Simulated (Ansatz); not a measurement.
`CCN` → `[CH2]` (triplet) + CH₃NH₂ at 600 K and 1 bar (formal loss of a carbene).

Calculated with Ansatz (gas phase, PBE0-D4/def2-TZVP geometries, no zero-point term in ΔE). CBS: MP2 limit from def2 TZ/QZ plus the TZ coupled-cluster correction, frozen cores. This one scheme is used for every species. Triplets are unrestricted, without spin–orbit coupling. One conformer a species, not always the lowest.

```csv
species,CCSD(T)/CBS energy (Eh),H − E (kJ/mol),S (J/(mol·K))
`CCN`,-135.01652,286.3,335.4
`[CH2]` (triplet),-39.09499,66.5,220.8
CH₃NH₂,-95.75281,199.3,283.8
```

H − E and S are ideal-gas, rigid-rotor, harmonic terms from PBE0-D4/def2-TZVP, for one conformer and one mirror image of each species, with the whole ground term of open shells counted as degenerate. 1 Eh = 2625.50 kJ/mol, R = 8.31446 J/(mol·K).

Problem. By hand: ΔE, ΔH, ΔS and ΔG.

Solution. ΔE = (-39.09499) + (-95.75281) − (-135.01652) = 0.16872 Eh = 443.0 kJ/mol. Δ(H − E) = 66.5 + 199.3 − 286.3 = -20.5, so ΔH = 422.5 kJ/mol. ΔS = 220.8 + 283.8 − 335.4 = 169.2 J/(mol·K). ΔG = 422.5 − 600 × (169.2)/1000 = 321.0 kJ/mol.

Problem. By hand: the equilibrium constant, and the temperature at which ΔG would vanish if ΔH and ΔS stayed fixed.

Solution. log₁₀ K = −ΔG/(RT ln 10) = -27.9. ΔG = 0 at ΔH/ΔS = 2497 K.

The number of gas molecules changes by +1, which sets the sign of ΔS. A doubt of 5 kJ/mol in ΔE shifts log₁₀ K by 0.4 here. Other conformers and mirror images would add mixing entropy, several J/(mol·K) or more a flexible species. A triplet takes part, so the spin changes. These are equilibria of isolated gas molecules and say nothing of rates. Largest T1 diagnostic: 0.011 (customary marks: 0.02 for closed shells, 0.045 for open ones).
